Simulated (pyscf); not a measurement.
## Four-centre exchange: PH₃ + silanol (HO–SiH₃) → HO–PH₂ + silane (SiH₄)

Gas phase, singlet surface, charge 0. Bonds broken: P1–H2, O5–Si6. Bonds formed: P1–O5, H2–Si6. Structures and frequencies: ωB97X-D3(BJ)/def2-SVP in PySCF. Correlated levels are frozen-core, on RHF or UHF. ΔMP2 is the change of the MP2 total energy from the triple- to the quadruple-zeta basis.

Transition state (Å):

```xyz
10

P     -1.6422    -1.3697     0.3171
H     -1.3329     0.1792     0.9649
H     -0.6222    -1.7716     1.2290
H     -1.1620    -2.3344    -0.6720
O     -0.8665    -0.1793    -0.9613
Si    -0.5182     1.3571    -0.0834
H     -0.5386    -0.4313    -1.8429
H      0.0835     1.9495    -1.3395
H      0.6200     1.3470     0.8788
H     -1.6128     2.3140     0.2464
```

One imaginary mode, 560i cm⁻¹; descent along it reached the two sides named.

```
bond    change  reactant side (Å)  saddle  product side
------  ------  -----------------  ------  ------------
P1–H2   breaks              1.421   1.707           3.1
O5–Si6  breaks              1.668   1.804           3.0
P1–O5    forms                3.0   1.911         1.672
H2–Si6   forms                4.6   1.775         1.489
```

Electronic energies relative to the separated reactants (kcal/mol):

```json
[
 {"level": "ωB97X-D3(BJ)/def2-TZVP", "barrier": "58.4", "reaction energy": "+23.5", "reverse barrier": "34.9"},
 {"level": "PBE/def2-TZVP", "barrier": "51.7", "reaction energy": "+22.7", "reverse barrier": "29.0"},
 {"level": "r²SCAN/def2-TZVP", "barrier": "55.1", "reaction energy": "+24.6", "reverse barrier": "30.5"},
 {"level": "B3LYP-D3(BJ)/def2-TZVP", "barrier": "57.4", "reaction energy": "+23.5", "reverse barrier": "33.9"},
 {"level": "PBE0-D3(BJ)/def2-TZVP", "barrier": "54.5", "reaction energy": "+23.5", "reverse barrier": "31.1"},
 {"level": "M06-2X/def2-TZVP", "barrier": "59.7", "reaction energy": "+24.9", "reverse barrier": "34.8"},
 {"level": "ωB97M-D3(BJ)/def2-TZVP", "barrier": "58.9", "reaction energy": "+23.5", "reverse barrier": "35.4"},
 {"level": "HF/def2-TZVP", "barrier": "80.2", "reaction energy": "+24.3", "reverse barrier": "55.9"},
 {"level": "MP2/def2-QZVPP", "barrier": "61.3", "reaction energy": "+25.8", "reverse barrier": "35.5"},
 {"level": "CCSD/def2-TZVPP", "barrier": "65.4", "reaction energy": "+24.9", "reverse barrier": "40.5"},
 {"level": "CCSD(T)/def2-TZVPP", "barrier": "62.3", "reaction energy": "+24.8", "reverse barrier": "37.5"},
 {"level": "CCSD(T)/def2-TZVPP + ΔMP2(QZVPP)", "barrier": "61.5", "reaction energy": "+24.8", "reverse barrier": "36.7"}
]
```

With CCSD(T)/def2-TZVPP + ΔMP2(QZVPP) energies and thermal terms (ideal gas, 1 atm, RRHO with modes under 100 cm⁻¹ raised to 100, one conformer, R ln 2 for chiral ones without a mode under 150 cm⁻¹), in kcal/mol:

| T (K) | ΔH‡ | ΔG‡ | ΔH | ΔG |
|---|---|---|---|---|
| 298 | 61.7 | 73.0 | +24.7 | +25.8 |
| 600 | 61.8 | 84.6 | +24.6 | +26.9 |
| 900 | 62.3 | 95.9 | +24.5 | +28.1 |
| 1200 | 63.0 | 106.9 | +24.5 | +29.3 |

One saddle was located; it need not be the lowest between these sides. The CCSD(T) − MP2 part came from Ansatz, without density fitting, on the same reference.
